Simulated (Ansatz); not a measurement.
1T (CdI2-type) HfS2 was calculated with PBEsol in Ansatz (plane waves, PAW).

Settings: plane-wave cutoff 520 eV, 12×12×6 k mesh (along the axes of the cell as run), perturbation theory, force constants from a 6×6×2 q mesh, scalar-relativistic PAW data made under PBE.

Computed at the level's own relaxed cell.

```
HfS2
1.0
    3.59245     0.00000     0.00000
   -1.79623     3.11116     0.00000
    0.00000     0.00000     5.94439
Hf S
1 2
Direct
  0.00000   0.00000   0.00000
  0.33333   0.66667   0.24383
  0.66667   0.33333   0.75617
```

Harmonic phonon frequencies (cm⁻¹; i marks an imaginary mode; at Γ without the LO shift):

```
q point                         frequencies
-------  ----------------------------------
Γ             0 0 0 151 151 257 257 305 323
A          18 18 31 155 155 256 256 321 323
K        54 134 134 245 253 253 296 296 319
H        54 134 134 245 252 252 296 296 318
```

No imaginary mode appears at these points.

Note: the cell comes from a level without a dispersion term, which matters for the spacing of layers, chains or molecules; the cell has widely spaced layers and the level no dispersion term, so their spacing and the moduli can rest on weak binding.

Ansatz is an electronic-structure program.
